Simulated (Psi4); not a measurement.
# C2H3F (SMILES C=CF) at wB97X-D/def2-TZVP (density fitting, sweep point 8)

We compute energy and gradient of C2H3F. 

The calculation is run with Psi4 1.11.

2 further runs of the same task are left out: 2 set aside as unsound or not needed.

### Step 1. Starting point

C2H3F: 6 atoms, total charge 0, spin state singlet. As SMILES, `C=CF`. Geometry: relaxed at PBE0-D4/def2-TZVP.

Bond lengths: C1–C2 1.316 Å, C2–F3 1.336 Å, C1–H4 1.082 Å, C1–H5 1.081 Å, C2–H6 1.084 Å. Angles: C1–C2–F3 122.3°, C1–C2–H6 125.7°, F3–C2–H6 112.0°, C2–C1–H4 121.6°, C2–C1–H5 119.2°, H4–C1–H5 119.2°.

### Step 2. Energy and forces at wB97X-D/def2-TZVP (density fitting, sweep point 8)

Contents of run.py:

```python
import psi4

psi4.set_memory(1600000000)
psi4.set_num_threads(1)
psi4.core.set_output_file('run.log', False)

geom = psi4.geometry("""
C     -0.536200     0.076400    -0.442800
C      0.490000    -0.016300     0.376600
F      0.966200    -1.192400     0.795500
H     -1.043900    -0.803300    -0.816600
H     -0.880200     1.054100    -0.749700
H      1.046100     0.817400     0.790700
symmetry c1
""")

options = {'basis': 'def2-TZVP', 'scf_type': 'df', 'guess': 'sadno'}
psi4.set_options(options)

E, wfn = psi4.gradient("WB97X-D", molecule=geom, return_wfn=True)
print('gradient / Eh bohr^-1')
print(E.np.round(6))
print(f'energy = {wfn.energy():.10f} Eh')
```

Launch:

```console
python run.py
```

Q: Predict the results. Wanted: total energy; dipole moment; HOMO energy; LUMO energy; HOMO–LUMO gap; dispersion energy; largest force on an atom.

**Answer.** As computed:

At wB97X-D/def2-TZVP (density fitting, sweep point 8):

| quantity | value |
| --- | --- |
| total energy | -177.84512 Eh |
| dipole moment | 1.35 D |
| HOMO energy | -9.64 eV |
| LUMO energy | 2.13 eV |
| HOMO–LUMO gap | 11.77 eV |
| dispersion energy | -2.27 kJ/mol |
| largest force on an atom | 0.108 eV/Å |
